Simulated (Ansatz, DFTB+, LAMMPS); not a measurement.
**How well does each level of theory give the elastic constant C44 of α-quartz (SiO2)?**

Reference value: 58.3 GPa (measured, 298 K, not corrected to a static lattice, C14's sign depends on the axes; as tabulated in Xie et al. (2023), arXiv:2212.00284).

```json
[
 {"level (code)": "ionic model catlow1992 (shell model, LAMMPS)", "value (GPa)": "50.0", "cell (Å³/atom)": "12.02", "difference (%)": "-14.2"},
 {"level (code)": "DFTB Si–O set cp2k-nonscc-sid (DFTB+)", "value (GPa)": "47.6", "cell (Å³/atom)": "12.29", "difference (%)": "-18.4"},
 {"level (code)": "LDA (Ansatz)", "value (GPa)": "53.5", "cell (Å³/atom)": "12.22", "difference (%)": "-8.2"},
 {"level (code)": "PBE (Ansatz)", "value (GPa)": "52.6", "cell (Å³/atom)": "13.38", "difference (%)": "-9.8"},
 {"level (code)": "HSE06 (Ansatz)", "value (GPa)": "55.0", "cell (Å³/atom)": "13.07", "difference (%)": "-5.7"}
]
```

The reference is not for a static lattice or low temperature, so close values are not ranked against it.

The measured value isn't corrected to a static lattice, so vibrations enter the comparison. A static lattice is as a rule stiffer than a warm one, by over a tenth in soft solids.  DFTB Si–O set cp2k-nonscc-sid: this tight-binding set is not self-consistent in the charges. Each level is taken at its own relaxed cell. Ansatz's density-functional and Hartree–Fock values are scalar-relativistic unless marked +SOC, with PAW data made under PBE.

Empirical potentials (ionic model catlow1992) are fitted to chosen data: where that held the value shown, agreement is built in, and what lay outside the fit can be far off.

Differences are worked out from the printed values.

Ansatz is a program for electronic structure.
